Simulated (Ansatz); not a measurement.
A run of Ansatz (development build ahead of 0.2.0) on singlet CH₂O at this shape:

| atom | x (Å) | y (Å) | z (Å) |
| --- | --- | --- | --- |
| O | 0.0000 | 0.0000 | 0.7210 |
| C | 0.0000 | 0.0000 | -0.5491 |
| H | 0.0000 | 0.9344 | -1.1367 |
| H | 0.0000 | -0.9344 | -1.1367 |

Its results:

```yaml
Converged: yes
Reference_energy: -113.89943 hartree
Correlation_energy: -0.40304 hartree
Total_energy: -114.30248 hartree
Spin_squared_of_the_determinant: 0.000
Stability_test: minimum among restricted orbitals
Occupied_orbitals_by_symmetry_in_an_Abelian_subgroup_alpha;_beta: 5 A1 1 B1 2 B2; 5 A1 1 B1 2 B2
```

Forces (eV/Å):
```json
{"atom": "O1", "Fx": "0.000", "Fy": "0.000", "Fz": "-3.977"}
{"atom": "C2", "Fx": "0.000", "Fy": "0.000", "Fz": "3.375"}
{"atom": "H3", "Fx": "0.000", "Fy": "-0.128", "Fz": "0.301"}
{"atom": "H4", "Fx": "0.000", "Fy": "0.128", "Fz": "0.301"}
```

Problem. Which input gives this output? Name the method, the orbitals and the basis set, and write the input.

Solution. RHF-MP2 in cc-pVTZ. An unrestricted run that stays on the closed shell gives the same numbers.

```yaml
crystal:
  periodic: [false, false, false]
  atoms:
    - { symbol: O, position_ang: [0.0, 0.0, 0.721] }
    - { symbol: C, position_ang: [0.0, 0.0, -0.54911] }
    - { symbol: H, position_ang: [0.0, 0.93439, -1.13666] }
    - { symbol: H, position_ang: [0.0, -0.93439, -1.13666] }
basis:
  gaussian: { orbitals: cc-pVTZ }
hamiltonian:
  xc: hf
correlation:
  method: mp2
  frozen_orbitals: { C: 1, H: 0, O: 1 }
output:
  forces: true
```
